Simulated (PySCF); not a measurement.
Reproducing measurements on n-pentane

**What was measured.**

From NIST CCCBDB Release 22 (SRD 101), experimental polarizabilities, for the gas: mean polarisability 9.879 Å³.

The runs below try to reproduce these values; the comparison stands at the end.

Compound: n-pentane, C₅H₁₂.
Numbering: `[CH3:1][CH2:2][CH2:3][CH2:4][CH3:5]` (hydrogens: H6, H7, H8 on C1; H9, H10 on C2; H11, H12 on C3; H13, H14 on C4; H15, H16, H17 on C5)

Structure used (GFN2-xTB), in Å, numbered top down from 1:
```xyz
17
C5H12 angstrom
C     -2.5281   -0.2860    0.3032
C     -1.2307    0.4321    0.6523
C     -0.0157   -0.2477    0.0262
C      1.2846    0.4720    0.3754
C      2.4979   -0.2042   -0.2506
H     -3.3786    0.2148    0.7595
H     -2.6774   -0.3026   -0.7742
H     -2.5028   -1.3132    0.6602
H     -1.2824    1.4665    0.3042
H     -1.1096    0.4552    1.7380
H      0.0389   -1.2821    0.3747
H     -0.1350   -0.2706   -1.0599
H      1.2261    1.5069    0.0293
H      1.4015    0.4935    1.4616
H      2.4113   -0.2155   -1.3349
H      3.4102    0.3247    0.0150
H      2.5828   -1.2318    0.0964
```

The PySCF runs (gas phase, on this GFN2-xTB geometry; no spin–orbit coupling):

```
              level                                                                job  basis functions  wall time
CAM-B3LYP/def2-SVPD  8 singlets by full TDDFT, 3 Tamm–Dancoff triplets, polarisability              196       27 s
```

Hardware: x86-64 server, one thread, no GPU, on a shared host.

**Comparison with experiment**

**Mean polarisability.** Measured: 9.879 Å³ (NIST CCCBDB Release 22 (SRD 101), experimental polarizabilities).

| level | computed (Å³) | computed − measured (Å³) | % (from the printed values) |
| --- | --- | --- | --- |
| CAM-B3LYP/def2-SVPD | 9.373 | -0.506 | -5 |

The computed values are static and purely electronic, with core orbitals frozen in the response (1 au = 0.148185 Å³). The table of measured values doesn't say here whether a value is static or optical, or holds a vibrational part. The measurement averages over conformers, the calculation has one.

The geometry is computed, not the measured one. Where a level misses, the cause wasn't examined.
